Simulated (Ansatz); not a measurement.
Input for Ansatz (development build ahead of 0.2.0):

```yaml
crystal:
  periodic: [false, false, false]
  atoms:
    - { symbol: Na, position_ang: [0.0, 0.0, -2.00127] }
    - { symbol: Na, position_ang: [0.0, 0.0, 2.00127] }
basis:
  gaussian: { orbitals: def2-SVP }
total_charge: 1
magnetization:
  initial_magnetization: 1
hamiltonian:
  xc: hf
correlation:
  method: mp2
  frozen_orbitals: { Na: 1 }
```

The input is written out in the form of the current development build from the run's settings. Correlation on restricted open-shell orbitals is semicanonical, with singles.

Results

```json
{"Converged": "yes", "Reference energy": "-323.44021 hartree", "Correlation energy": "-0.00161 hartree", "Total energy": "-323.44182 hartree", "Spin squared of the determinant": "0.750", "Stability test": "minimum among restricted orbitals", "Occupied orbitals by symmetry in an Abelian subgroup (alpha; beta)": "4 Ag 3 B1u 1 B2g 1 B2u 1 B3g 1 B3u; 3 Ag 3 B1u 1 B2g 1 B2u 1 B3g 1 B3u"}
```

Messages of the program:
```
mean field -8801.25656924 eV, -323.4402132135 hartree, gradient 1.1e-6 eV, S^2 0.750000; 0 other ends of a descent, 0 dependent functions left out
```
